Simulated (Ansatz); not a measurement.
`[CH3][AlH][SiH3]`. Charge 0, multiplicity 1.

Z-matrix (Å, degrees):
```
C
Al 1 1.953
H 1 1.092 2 113.7
H 1 1.096 2 110.5 3 -121.7
H 1 1.096 2 110.2 3 121.3
Si 2 2.461 1 120.6 3 -1.5
H 2 1.593 1 118.9 3 178.7
H 6 1.490 2 114.1 1 179.6
H 6 1.494 2 110.9 1 58.4
H 6 1.494 2 110.7 1 -59.3
```

**Question.** What are the harmonic wavenumbers in cm⁻¹ at PBE0-D4/def2-TZVP (Ansatz, finite differences of forces, unscaled)? (An estimate is asked.)

**Answer.** The calculation gave: 23i, 20, 125, 311, 373, 422, 443, 566, 633, 658, 754, 866, 935, 940, 1215, 1434, 1440, 1897, 2186, 2190, 2207, 3032, 3102, 3135.
